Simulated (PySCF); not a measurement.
# acrylonitrile (SMILES C=CC#N)

Geometry:
```json
{"atom": "C1", "x (Å)": "-0.127", "y (Å)": "0.847", "z (Å)": "-0.604"}
{"atom": "C2", "x (Å)": "0.461", "y (Å)": "-0.149", "z (Å)": "0.048"}
{"atom": "C3", "x (Å)": "-0.264", "y (Å)": "-1.084", "z (Å)": "0.817"}
{"atom": "N4", "x (Å)": "-0.844", "y (Å)": "-1.849", "z (Å)": "1.443"}
{"atom": "H5", "x (Å)": "-1.196", "y (Å)": "0.987", "z (Å)": "-0.577"}
{"atom": "H6", "x (Å)": "0.442", "y (Å)": "1.553", "z (Å)": "-1.185"}
{"atom": "H7", "x (Å)": "1.532", "y (Å)": "-0.300", "z (Å)": "0.030"}
```

Method used: GIAO B97-2/aug-pcSseg-1 magnetisability, rotational g tensor and spin-rotation constants, non-relativistic, gas phase (PySCF 2.14.0). Geometry: GFN2-xTB.

(1) What are the magnetisability and the molar susceptibility?

(2) Split it along the inertial axes a, b, c into diamagnetic and paramagnetic parts about the centre of mass, with the quadrupole moment.

(3) And the rotational g tensor?

## Answers

(1) Isotropic -502 × 10⁻³⁰ J/T², or -30.2 × 10⁻⁶ cm³/mol; principal values -559, -534, -413 × 10⁻³⁰ J/T², anisotropy 135 × 10⁻³⁰ J/T² (root of half the summed squared differences of the principal values). The susceptibility is in cgs units.

(2) 
| axis | χ (10⁻⁶ cm³/mol) | diamagnetic (10⁻⁶ cm³/mol) | paramagnetic (10⁻⁶ cm³/mol) | summed x² of all electrons (Å²) | quadrupole Θ (D Å) |
| --- | --- | --- | --- | --- | --- |
| a | -32.1 | -71.2 | 39.2 | 60.3 | -3.50 |
| b | -25.0 | -277.7 | 252.8 | 11.6 | +4.60 |
| c | -33.7 | -305.1 | 271.4 | 5.2 | -1.10 |

Anisotropies 2χaa − χbb − χcc = -5.5 and 2χbb − χaa − χcc = +15.8 × 10⁻⁶ cm³/mol. Θ is traceless in Buckingham's convention.

(3) 
| axis | rotational constant (GHz) | g | nuclear part | electronic part |
| --- | --- | --- | --- | --- |
| a | 50.6222 | -0.2014 | 0.7304 | -0.9318 |
| b | 5.0816 | -0.0485 | 0.5549 | -0.6034 |
| c | 4.6180 | -0.0179 | 0.5709 | -0.5888 |

Asymmetric top; isotopes 12C, 1H, 14N; no vibrational averaging.
